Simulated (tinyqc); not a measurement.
Inside a calculation. Method: harmonic frequencies on the UHF/sto-6g surface (energies and gradients from PySCF), for NH, spin multiplicity 3. One step of it, computed by the program tinyqc.

Task: Normal modes. Diagonalise H_ij / sqrt(m_i m_j); the 5 smallest eigenvalues belong to translations and rotations; wavenumber = sqrt(eigenvalue / 1822.888) x 219474.63; each mode has its largest component positive (the first on a tie); zero-point energy = sum of wavenumbers / 2, with 349.755 1/cm per kcal/mol.

Hessian (symmetrised) (hartree/bohr^2), order 1Nx, 1Ny, 1Nz, 2Hx, 2Hy, 2Hz:
```
[[-0.00000946, 0.00000000, 0.00000000, 0.00000946, 0.00000000, 0.00000000],
 [0.00000000, -0.00000946, 0.00000000, 0.00000000, 0.00000946, 0.00000000],
 [0.00000000, 0.00000000, 0.45660746, 0.00000000, 0.00000000, -0.45660746],
 [0.00000946, 0.00000000, 0.00000000, -0.00000946, 0.00000000, 0.00000000],
 [0.00000000, 0.00000946, 0.00000000, 0.00000000, -0.00000946, 0.00000000],
 [0.00000000, 0.00000000, -0.45660746, 0.00000000, 0.00000000, 0.45660746]]
```

masses (u): [14.003074, 1.007825]

Give: eigenvalues of the mass-weighted Hessian; harmonic wavenumbers of the vibrations; mass-weighted modes; zero-point energy.

Result:

eigenvalues of the mass-weighted Hessian (hartree/(bohr^2 u)): [0.0000, 0.0000, 0.0000, 0.0000, 0.0000, 0.4857]

harmonic wavenumbers of the vibrations (1/cm): [3582.4]

mass-weighted modes, order 1Nx, 1Ny, 1Nz, 2Hx, 2Hy, 2Hz:
```
[[0.0000],
 [0.0000],
 [-0.2591],
 [0.0000],
 [0.0000],
 [0.9658]]
```

zero-point energy = 5.1213 kcal/mol
